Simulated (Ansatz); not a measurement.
A calculation with Ansatz (development build ahead of 0.2.0).

```yaml
crystal:
  periodic: [false, false, false]
  atoms:
    - { symbol: B, position_ang: [0.0, 0.0, -0.55083] }
    - { symbol: "N", position_ang: [0.0, 0.0, 0.55083] }
basis:
  gaussian: { orbitals: cc-pVTZ }
magnetization:
  spin_polarized: true
hamiltonian:
  xc: hf
correlation:
  method: bccd_t
  frozen_orbitals: { B: 1, "N": 1 }
```

The input is written out in the form of the current development build from the run's settings.

Output:

```
Converged                               : yes
Reference energy (starting determinant) : -78.87332 hartree
Correlation energy                      : -0.33316 hartree
Total energy                            : -79.20647 hartree
```
